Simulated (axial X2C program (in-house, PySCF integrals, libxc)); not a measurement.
Spin–orbit effects down a group: molecules with F, CCSD

Calculated with an in-house all-electron X2C program for linear molecules (integrals from PySCF), spin-free (one-electron X2C) or two-component (2c: spin–orbit coupling with atomic mean-field Coulomb and Gaunt terms, which also bring small scalar terms), in Dyall basis sets with cores contracted in-house; open shells are unrestricted.

Basis sets: F dyall-av3z, H dyall-v3z, Li dyall-cv3z, Na dyall-cv3z. Frozen shells (counts by l): HF F 1s, H none, 8 electrons correlated; LiF F 1s, Li 1s, 8 electrons correlated; NaF Na 2s1p, F 1s, 8 electrons correlated. Coupled cluster in natural virtuals with an MP2 remainder. Where the outer core of a metal is frozen, bonds come out longer and ionisation energies lower.

| molecule | spin-free state | Re (Å) | ωe (cm⁻¹) | De (eV) | 2c state | Re 2c (Å) | ωe 2c (cm⁻¹) | De 2c (eV) |
| --- | --- | --- | --- | --- | --- | --- | --- | --- |
| HF | M_S = 0, Λ = 0 | 0.918 | 4156.9 | 5.92 | Ω = 0 | 0.918 | 4156.9 | 5.91 |
| LiF | M_S = 0, Λ = 0 | 1.577 | 898.9 | 5.72 | Ω = 0 | 1.577 | 898.8 | 5.71 |
| NaF | M_S = 0, Λ = 0 | 1.947 | 524.1 | 4.75 | Ω = 0 | 1.947 | 524.1 | 4.74 |

(1) Work out the shifts from the spin-free to the two-component result.

Each entry is the lowest single determinant of a limited PBE0 search at one distance. De goes to single-determinant-based atoms at the same level (for ions the charge split of lowest energy) and is withheld (n/a) where an atom does not fit its ground term or J level. Main or longest-lived isotopes.

## Answers

(1) 

```tsv
molecule	2c state	ΔRe (Å)	Δωe (cm⁻¹)	ΔDe (eV)
HF	Ω = 0	0.000	0.0	-0.01
LiF	Ω = 0	0.000	-0.1	-0.01
NaF	Ω = 0	0.000	0.0	-0.01
```

Shifts of one unit in the last digit are rounding.
